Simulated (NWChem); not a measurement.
Basis-set convergence for acetylene (C$_{2}$H$_{2}$)

SMILES: C#C
```xyz
4

C      0.0000     0.0000    -0.6045
C      0.0000     0.0000     0.6045
H      0.0000     0.0000    -1.6789
H      0.0000     0.0000     1.6789
```
Charge 0, spin multiplicity 1.

The numbers come from NWChem runs, not from measurements. The geometry was optimised at B3LYP/def2-SVP, a minimum by its harmonic frequencies.

Quantity: LUMO energy at the level PBE.

The Pople sets run with spherical d functions.

### Question
In cc-pVQZ the value is -0.29 eV. Among STO-3G, 3-21G, 6-31G*, cc-pVDZ, def2-SVP, 6-311G**, def2-SVPD, aug-pcseg-1, cc-pVTZ, which is the smallest basis within 0.2 eV of it?

### Answer
def2-SVPD, with 56 functions against 170 (also within reach: aug-pcseg-1, cc-pVTZ). cc-pVQZ isn't the basis-set limit itself, and a small set can land close by cancellation.

```csv
basis,functions,LUMO energy (eV)
STO-3G,12,3.54
3-21G,22,0.56
6-31G*,32,0.49
cc-pVDZ,38,0.16
def2-SVP,38,0.08
6-311G**,48,0.01
def2-SVPD,56,-0.27
aug-pcseg-1,64,-0.41
cc-pVTZ,88,-0.17
cc-pVQZ,170,-0.29
```
